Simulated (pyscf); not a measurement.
Routes from GaH (SMILES [GaH]) [singlet] + HF (SMILES F)

Candidate steps break at most two bonds and form at most two. Each was searched with GFN2-xTB (tblite) first. PySCF, gas phase, ωB97X-D3(BJ)/def2-SVP geometries. Energies: ωB97M-D3(BJ)/def2-TZVP, kcal/mol, from the separated reactants, singlet surface; ΔG‡ with ideal gas, 1 atm, RRHO with modes under 100 cm⁻¹ raised to 100, one conformer, R ln 2 for chiral ones without a mode under 150 cm⁻¹.

```json
[
 {"products": "F–Ga [singlet] + H₂", "type": "four-centre exchange", "ΔE‡": "-6.1", "ΔE": "-41.6", "ΔG‡ 298 K": "0.7", "ΔG‡ 900 K": "18.1", "ν‡ (cm⁻¹)": "693i"},
 {"products": "F–GaH₂", "type": "insertion", "ΔE‡": "19.7", "ΔE": "-39.4", "ΔG‡ 298 K": "25.8", "ΔG‡ 900 K": "42.7", "ν‡ (cm⁻¹)": "1393i"}
]
```

Row 1: On the reactant side the descent ends in a bound adduct, 8.8 kcal/mol under the separated species and 2.1 kcal/mol under the saddle at ωB97X-D3(BJ)/def2-TZVP. 

Plain bond fissions and candidates not yet searched are not listed, and one of them may be faster. Each barrier is that of the saddle found; lower ones may exist. Elements up to Kr have no core potential and no relativistic terms here.
